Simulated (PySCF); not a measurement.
Core-level binding energies of methylenesilane

Compound: methylenesilane, CH4Si.
Numbering: `[CH2:1]=[SiH2:2]`

Theory: delta-SCF UKS SCAN, pcX-2 on the ionised atom, pcseg-1 elsewhere, spin-free X2C (PySCF 2.14.0). Vertical ΔSCF values, vacuum level as zero.

**Question.** List the computed XPS lines with their assignment.

**Answer.** 
```csv
atom(s),environment,level,binding energy (eV),2p1/2 (eV),count
Si2,silicon bonded to C and 2 H,Si 1s,1846.64,–,1
C1,carbon bonded to Si and 2 H,C 1s,289.53,–,1
Si2,silicon bonded to C and 2 H,Si 2p3/2,106.88,107.51,1
```

**Question.** What is the longest wavelength that can ionise Si 1s of Si2 vertically?

**Answer.** λ = hc/E = 12398.42 eV Å / 1846.64 eV = 6.714 Å.

**Question.** Which photon energy gives electrons from Si 1s of Si2 a kinetic energy of 50 eV, and what is their de Broglie wavelength?

**Answer.** hν = 1846.64 + 50 = 1896.64 eV, recoil neglected; λ = 12.264 Å/√(E/eV) = 1.73 Å.

The unrestricted hole states depart most from a pure doublet (⟨S²⟩ = 0.75; over 0.85 named) for Si 1s of Si2 (0.94) and Si 2p3/2 of Si2 (0.96), which makes these values less certain. The 2p values aren't plain energy differences: one relaxed spin-free 2p hole is combined with a matrix within the shell (ground-state 2p orbital-energy differences and spin–orbit coupling). 2p3/2, the mean of its two sublevels, lies a third of the splitting below the shell's mean and 2p1/2 two thirds above it; the statistical areas are 2:1. 2p1/2 minus 2p3/2 (ligand field included): Si 0.63 eV. Geometry: GFN2-xTB; no solvent, vibrations or thermal averaging.

Time: 14 s wall. Hardware: x86-64 server, one thread (shared host).
